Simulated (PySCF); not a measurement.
Aziridine, C₂H₅N, SMILES C1CN1, point group Cs.

Level: B3LYP/pcSseg-1 in PySCF (density fitting, grid level 2); geometry and Hessian at that level, cubic constants and property derivatives from steps of ±0.6 along each species' dimensionless normal coordinates, second-order vibrational perturbation theory. The parent has the commonest isotopes.

Equilibrium geometry (Å):

```csv
atom,x,y,z
C1,0.7149,-0.3327,0.0213
C2,-0.7596,-0.1698,0.0601
N3,0.0681,0.7510,-0.7303
H4,1.2808,-0.0902,0.9210
H5,1.1610,-1.1129,-0.5926
H6,-1.2115,0.1851,0.9865
H7,-1.3965,-0.8303,-0.5255
H8,0.1790,1.6374,-0.2388
```

Species: ¹⁵N at 3. Output of the displacement run:

```
mode    cm-1    km/mol   phi_rrr   E(+)/cm-1  E(-)/cm-1
  1    771.89    36.28      37.6     141.38     138.68
  2    860.38     0.25      14.3     155.71     154.66
  3    863.61    46.45      38.5     157.00     154.24
  4    917.66    13.59       1.4     166.41     166.37
  5   1002.48     8.12      87.9     184.82     178.45
  6   1106.02     2.57      -0.7     199.86     199.89
  7   1115.65     7.82      16.5     202.08     200.95
  8   1148.15     3.04       0.1     207.22     207.06
  9   1232.59    18.10     156.6     227.82     216.46
 10   1265.51     9.92      -1.5     228.28     228.59
 11   1283.12     2.52    -149.5     225.85     236.47
 12   1487.26     0.10       1.8     267.96     267.84
 13   1521.65     0.89      82.4     277.06     271.12
 14   3083.85    25.37       1.0     556.78     556.70
 15   3089.36    14.20     963.1     592.12     522.84
 16   3163.58     0.58       2.0     571.16     570.94
 17   3176.34    32.66     306.3     584.31     562.27
 18   3462.04     0.47   -2358.2     545.97     715.14
```

For the shielding of H8 (σe = 32.45 ppm):

```csv
mode,ω (cm⁻¹),Σr φrrs (cm⁻¹),∂σ/∂q,∂²σ/∂q²
1,772,24,0.527,-0.175
2,860,0,-0.004,-0.193
3,864,-56,0.123,-0.010
4,918,7,0.001,-0.581
5,1002,191,0.459,-0.637
6,1106,-6,0.000,-0.089
7,1116,-357,0.035,-0.086
8,1148,2,0.000,-0.211
9,1233,664,0.249,-0.224
10,1266,-10,-0.004,-0.750
11,1283,-865,-0.354,-0.390
12,1487,0,0.000,-0.021
13,1522,202,-0.003,-0.038
14,3084,1,0.000,-0.039
15,3089,1524,0.094,-0.044
16,3164,0,0.000,-0.040
17,3176,215,0.082,-0.031
18,3462,-664,-3.137,0.940
```

**Question.** Work out the zero-point average of this shielding.

**Answer.** With ⟨qs⟩ = −Σr φrrs/(4ωs) and ⟨qs²⟩ = 1/2: the mean displacements are -0.008, 0.000, 0.016, -0.002, -0.048, 0.001, 0.080, 0.000, -0.135, 0.002, 0.169, 0.000, -0.033, 0.000, -0.123, 0.000, -0.017, 0.048. The anharmonic term Σ (∂σ/∂q)⟨q⟩ is -0.28 ppm, the harmonic term ¼ Σ ∂²σ/∂q² is -0.65 ppm, so ⟨σ⟩ = 31.51 ppm.
